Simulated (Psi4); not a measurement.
Psi4 input (wB97X-D/6-31G*):

```
memory 1500 MB

molecule {
1 3
O    -0.00000000   -0.00000000   -0.10852476
H     0.00000000    0.00000000    0.86819804
symmetry c1
no_reorient
no_com
}

set {
  basis 6-31G*
  reference uks
  scf_type pk
  dft_radial_points 99
  dft_spherical_points 590
  e_convergence 1e-8
  d_convergence 1e-7
  maxiter 150
}

e = energy('wb97x-d')
print_out(f'\nFINAL {e:.10f} DIPOLE {variable("CURRENT DIPOLE")[0]:.6f} {variable("CURRENT DIPOLE")[1]:.6f} {variable("CURRENT DIPOLE")[2]:.6f}\n')
```

Output:

```
   => Loading Basis Set <=

    Name: 6-31G*
    Role: ORBITAL
    Keyword: BASIS
    atoms 1 entry O          line   145 file 6-31gs.gbs
    atoms 2 entry H          line    44 file 6-31gs.gbs

   => WB97X-D: Empirical Dispersion <=

    Chai and Head-Gordon Dispersion Correction
    Chai, J.-D.; Head-Gordon, M. (2010), J. Chem. Phys., 132: 6615-6620

        s6 =       1.000000

         ---------------------------------------------------------
                                   SCF
               by Justin Turney, Rob Parrish, Andy Simmonett
                          and Daniel G. A. Smith
                              UKS Reference
         ---------------------------------------------------------

  ==> Geometry <==

    Molecular point group: c1
    Full point group: C_inf_v

    Geometry (in Angstrom), charge = 1, multiplicity = 3:

       Center              X                  Y                   Z               Mass
    ------------   -----------------  -----------------  -----------------  -----------------
         O            0.000000000000     0.000000000000    -0.108524760000    15.994914619570
         H            0.000000000000     0.000000000000     0.868198040000     1.007825032230

  Running in c1 symmetry.

  Rotational constants: A = ************  B =     17.78141  C =     17.78141 [cm^-1]
  Rotational constants: A = ************  B = 533073.12967  C = 533073.12967 [MHz]
  Nuclear repulsion =    4.334308245246246

  Charge       = 1
  Multiplicity = 3
  Electrons    = 8
  Nalpha       = 5
  Nbeta        = 3

  ==> Algorithm <==

  SCF Algorithm Type is PK.
  DIIS enabled.
  MOM disabled.
  Fractional occupation disabled.
  Guess Type is SAD.
  Energy threshold   = 1.00e-08
  Density threshold  = 1.00e-07
  Integral threshold = 1.00e-12

  ==> Primary Basis <==

  Basis Set: 6-31G*
    Blend: 6-31G*
    Number of shells: 8
    Number of basis functions: 17
    Number of Cartesian functions: 17
    Spherical Harmonics?: false
    Max angular momentum: 2

  ==> DFT Potential <==

   => LibXC <=

    Version 7.1.2
    S. Lehtola, C. Steigemann, M. J. T. Oliveira, and M. A. L. Marques,  SoftwareX 7, 1–5 (2018) (10.1016/j.softx.2017.11.002)

   => Composite Functional: WB97X-D <=

    wB97X-D Hyb-GGA Exchange-Correlation Functional

    J.-D. Chai and M. Head-Gordon,  Phys. Chem. Chem. Phys. 10, 6615–6620 (2008) (10.1039/B810189B)

    Deriv               =              1
    GGA                 =           TRUE
    Meta                =          FALSE

    Exchange Hybrid     =           TRUE
    MP2 Hybrid          =          FALSE

   => Exchange-Correlation Functionals <=

    1.0000   wB97X-D range-separated functional

   => Exact (HF) Exchange <=

    0.7780            HF,LR [omega = 0.2000]
    0.2220               HF

   => LibXC Density Thresholds  <==

    XC_HYB_GGA_XC_WB97X_D:  1.00E-14

   => Molecular Quadrature <=

    Radial Scheme          =       TREUTLER
    Pruning Scheme         =           NONE
    Nuclear Scheme         =       TREUTLER

    Blocking Scheme        =         OCTREE
    BS radius alpha        =              1
    Pruning alpha          =              1
    Radial Points          =             99
    Spherical Points       =            590
    Total Points           =         112491
    Total Blocks           =            905
    Max Points             =            256
    Max Functions          =             17
    Weights Tolerance      =       1.00E-15

  ==> Integral Setup <==

  Using in-core PK algorithm.
   Calculation information:
      Number of atoms:                   2
      Number of AO shells:               8
      Number of primitives:             19
      Number of atomic orbitals:        17
      Number of basis functions:        17

      Integral cutoff                 1.00e-12
      Number of threads:                 1

  Performing in-core PK
  Using 35343 doubles for integral storage.
  We computed 666 shell quartets total.
  Whereas there are 666 unique shell quartets.

  Computing range-separated integrals for PK
  We computed 666 wK shell quartets total.
  Whereas there are 666 wK unique shell quartets.

  ==> DiskJK: Disk-Based J/K Matrices <==

    J tasked:                  Yes
    K tasked:                  Yes
    wK tasked:                 Yes
    Omega:               2.000E-01
    Schwarz Cutoff:          1E-12


  Cached 100.0% of DFT collocation blocks in 0.054 [GiB].

  Minimum eigenvalue in the overlap matrix is 3.1734500285E-02.
  Reciprocal condition number of the overlap matrix is 7.9173765679E-03.
    Using symmetric orthogonalization.

  ==> Pre-Iterations <==

  SCF Guess: Superposition of Atomic Densities via on-the-fly atomic UHF (no occupation information).

   -------------------------
    Irrep   Nso     Nmo
   -------------------------
     A         17      17
   -------------------------
    Total      17      17
   -------------------------

  ==> Iterations <==

                        Total Energy        Delta E     RMS |[F,P]|

   @UKS iter SAD:   -75.19650877014431   -7.51965e+01   0.00000e+00
   @UKS iter   1:   -75.18321182962121    1.32969e-02   1.65999e-02 ADIIS/DIIS
   @UKS iter   2:   -75.21728129809695   -3.40695e-02   7.32853e-03 ADIIS/DIIS
   @UKS iter   3:   -75.22273556347723   -5.45427e-03   1.23228e-03 ADIIS/DIIS
   @UKS iter   4:   -75.22297728850722   -2.41725e-04   2.51937e-04 ADIIS/DIIS
   @UKS iter   5:   -75.22299388839474   -1.65999e-05   6.83021e-05 DIIS
   @UKS iter   6:   -75.22299564366958   -1.75527e-06   1.09279e-05 DIIS
   @UKS iter   7:   -75.22299569576478   -5.20952e-08   1.18175e-06 DIIS
   @UKS iter   8:   -75.22299569630204   -5.37256e-10   7.82797e-08 DIIS
  Energy and wave function converged.

  ==> Post-Iterations <==

   Electrons on quadrature grid:
      Nalpha   =    5.0000000012 ; deviation = 1.197e-09
      Nbeta    =    3.0000000013 ; deviation = 1.282e-09
      Ntotal   =    8.0000000025 ; deviation = 2.479e-09

   @Spin Contamination Metric:   5.025310988E-03
   @S^2 Expected:                2.000000000E+00
   @S^2 Observed:                2.005025311E+00
   @S   Expected:                1.000000000E+00
   @S   Observed:                1.000000000E+00

    Orbital Energies [Eh]
    ---------------------

    Alpha Occupied:

       1A    -19.967577     2A     -1.688821     3A     -1.088434
       4A     -1.043892     5A     -1.043892

    Alpha Virtual:

       6A     -0.196402     7A      0.428388     8A      0.475241
       9A      0.475241    10A      0.529017    11A      0.746625
      12A      1.279464    13A      1.279464    14A      1.297053
      15A      1.297053    16A      1.998863    17A      2.958716

    Beta Occupied:

       1A    -19.917350     2A     -1.526048     3A     -1.024577

    Beta Virtual:

       4A     -0.551629     5A     -0.551629     6A     -0.175788
       7A      0.446970     8A      0.560750     9A      0.588485
      10A      0.588485    11A      0.787357    12A      1.348743
      13A      1.348743    14A      1.421620    15A      1.421620
      16A      2.045383    17A      3.035475

    Final Occupation by Irrep:
              A
    DOCC [     3 ]
    SOCC [     2 ]
    NA   [     5 ]
    NB   [     3 ]

  @UKS Final Energy:   -75.22299569630204

   => Energetics <=

    Nuclear Repulsion Energy =              4.3343082452462465
    One-Electron Energy =                -107.7101569402086341
    Two-Electron Energy =                  34.1330588964021331
    DFT Exchange-Correlation Energy =      -5.9802052673535702
    Empirical Dispersion Energy =          -0.0000006303882208
    VV10 Nonlocal Energy =                  0.0000000000000000
    Total Energy =                        -75.2229956963020356

  UHF NO Occupations:
  HONO-2 :    3  A 1.9981497
  HONO-1 :    4  A 1.0000000
  HONO-0 :    5  A 1.0000000
  LUNO+0 :    6  A 0.0018503
  LUNO+1 :    7  A 0.0006631
  LUNO+2 :    8  A 0.0000011
  LUNO+3 :    9  A 0.0000000

Computation Completed

Properties will be evaluated at   0.000000,   0.000000,   0.000000 [a0]

Properties computed using the SCF density matrix

 Multipole Moments:

 ------------------------------------------------------------------------------------
     Multipole            Electronic (a.u.)      Nuclear  (a.u.)        Total (a.u.)
 ------------------------------------------------------------------------------------

 L = 1.  Multiply by 2.5417464519 to convert [e a0] to [Debye]
 Dipole X            :          0.0000000            0.0000000            0.0000000
 Dipole Y            :          0.0000000            0.0000000            0.0000000
 Dipole Z            :          0.7796643           -0.0000001            0.7796642
 Magnitude           :                                                    0.7796642

 ------------------------------------------------------------------------------------

FINAL -75.2229956963 DIPOLE 0.000000 0.000000 0.779664

*** Psi4 exiting successfully. Buy a developer a beer!
```

The dipole moment of an ion depends on the origin.
